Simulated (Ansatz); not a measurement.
# CH₂Li (doublet): the correlation ladder at distance C1–Li2 = 4.174 Å, 6-31G

Aim: climb from Hartree-Fock through coupled cluster and multireference methods for CH₂Li (doublet) at one geometry and basis, and see what each rung misses.

The runs use Ansatz 0.2.0, Gaussian basis; 6-31G, core rule «outside noble gas», up to 2 orbitals frozen.

Plan: UHF; CCSD(T) on natural orbitals of UHF; CCSD(T) on UHF; BCCD(T) on natural orbitals of UHF; CISD as a restricted active space (open shells left free, so some higher excitations enter); CCSDT(Q) on natural orbitals of UHF; CCSDT(Q) on UHF; CCSDTQ on natural orbitals of UHF; CASSCF and MRCISD+Q, 3 electrons in 3 orbitals; CASSCF and NEVPT2, 3 electrons in 3 orbitals; Full CI.

51 further runs of the same task are left out: 33 for a known fault of the program, 12 that didn't finish, 6 set aside as unsound or not needed. Runs told in other sessions of the task aren't counted.

### 1 The system

The geometry derives from a PBE0/def2-TZVP stationary point (not a proven minimum). One bond is set to the value named and the two fragments are kept rigid.

4 atoms, charge 0, spin multiplicity 2.

Atoms are counted from 1 here; the program's logs count them from 0.

Bond lengths: C1–H3 1.100 Å, C1–H4 1.100 Å. Angles: H3–C1–H4 105.6°.

### 2 UHF

in.yaml reads:

```yaml
crystal:
  periodic: [false, false, false]
  atoms:
    - {symbol: C, position_ang: [0.000000, 0.000000, 1.317799]}
    - {symbol: Li, position_ang: [0.000000, 0.000000, -2.856201]}
    - {symbol: H, position_ang: [0.000000, 0.876160, 1.982854]}
    - {symbol: H, position_ang: [0.000000, -0.876160, 1.982854]}
basis:
  gaussian: {orbitals: 6-31G}
magnetization: {spin_polarized: true, initial_magnetization: 1}
hamiltonian: {xc: hf}
output: {orbitals: {seedname: orbitals}}
```

Started as:

```bash
$ ansatz run in.yaml --threads 1 --pin off --events-out ev --progress --plain --max-ram 2393MiB
```

Further steps of the session: CCSD(T) on natural orbitals of UHF; CCSD(T) on UHF; BCCD(T) on natural orbitals of UHF; CISD as a restricted active space (open shells left free, so some higher excitations enter); CCSDT(Q) on natural orbitals of UHF; CCSDT(Q) on UHF; CCSDTQ on natural orbitals of UHF; CASSCF and MRCISD+Q, 3 electrons in 3 orbitals; CASSCF and NEVPT2, 3 electrons in 3 orbitals; Full CI.

Before running them: what should the planned runs give, taken together? Wanted: FCI from the RHF energy; RMP2 from FCI; UMP2 from FCI; RCCSD from FCI; RCCSD(T) from FCI; UCCSD(T) from FCI; RCCSDT(Q) from FCI; UCCSDT(Q) from FCI; NEVPT2 pair from FCI.

**Answer**, as computed:

| quantity | value |
| --- | --- |
| FCI from the ROHF energy | -3.1340 eV |
| RMP2 from FCI | +23.7 kJ/mol |
| UMP2 from FCI | +48.3 kJ/mol |
| RCCSD from FCI | +10.9 kJ/mol |
| RCCSD(T) from FCI | +3.7 kJ/mol |
| UCCSD(T) from FCI | +3.5 kJ/mol |
| RCCSDT(Q) from FCI | -0.6 kJ/mol |
| UCCSDT(Q) from FCI | 0.0 kJ/mol |
| NEVPT2 pair from FCI | +48.2 kJ/mol |
| MRCISD+Q pair from FCI | +0.2 kJ/mol |
| levels within 1 kcal/mol (43 meV) | RCCSD(T), UCCSD(T), BCCD(T), RCCSDT, UCCSDT, RCCSDT(Q), UCCSDT(Q), RCCSDTQ, MRCISD+Q pair |
| T1 diagnostic | 0.237 |
| effectively unpaired electrons | 2.64 |

**Reading.** RCCSD(T) misses by +3.7 kJ/mol, 1.2 % of the correlation energy. RCCSDT(Q) falls below full CI, which methods that aren't variational can do. With 2.6 effectively unpaired electrons against 1 the state is strongly multireference. Coupled cluster on one determinant still stays close here. Of the multireference levels listed MRCISD+Q pair comes nearest in total energy (+0.2 kJ/mol), which doesn't show that its space is the better one. Coupled cluster took another determinant than the lowest Hartree-Fock one. These misses are within one basis, not against nature; the frozen cores of restricted and unrestricted runs differ, which can shift their rows.

Levels on UHF freeze UHF's core orbitals, full CI those of ROHF, so the U rows can settle a little off it for that reason alone.

With open shells the CI space here admits some higher excitations, so it is larger than plain CISD.
